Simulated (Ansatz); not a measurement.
A run of Ansatz (development build ahead of 0.2.0) on singlet BC(-) at this shape:

```xyz
2

B     0.0000    0.0000   -0.7719
C     0.0000    0.0000    0.7719
```

Its results:

* Converged: yes
* Reference energy: -62.22566 hartree
* Correlation energy: -0.15843 hartree
* Total energy: -62.38409 hartree
* Spin squared of the determinant: 0.000
* Stability test: minimum among restricted orbitals
* Occupied orbitals by symmetry in an Abelian subgroup (alpha; beta): 5 A1 1 B2; 5 A1 1 B2

Messages of the program:
```
mean field -1693.24657014 eV, -62.2256637287 hartree, gradient 3.1e-6 eV, S^2 0.000000; 11 other ends of a descent, 0 dependent functions left out; unlike orbitals of the two spins would lower it
with unlike orbitals of the spins -1694.36225601 eV, -62.2666644283 hartree, S^2 1.1579
```

Question: Which input gives this output? Name the method, the orbitals and the basis set, and write the input.

Answer: RHF-MP2 in def2-SVP. An unrestricted run that stays on the closed shell gives the same numbers.

```yaml
crystal:
  periodic: [false, false, false]
  atoms:
    - { symbol: B, position_ang: [0.0, 0.0, -0.7719] }
    - { symbol: C, position_ang: [0.0, 0.0, 0.7719] }
basis:
  gaussian: { orbitals: def2-SVP }
total_charge: -1
hamiltonian:
  xc: hf
correlation:
  method: mp2
  frozen_orbitals: { B: 1, C: 1 }
```

Caution: this determinant is likely not that of the ground state; no diffuse functions for an anion; an unrestricted determinant lies well below; a plain start can end on a higher determinant.
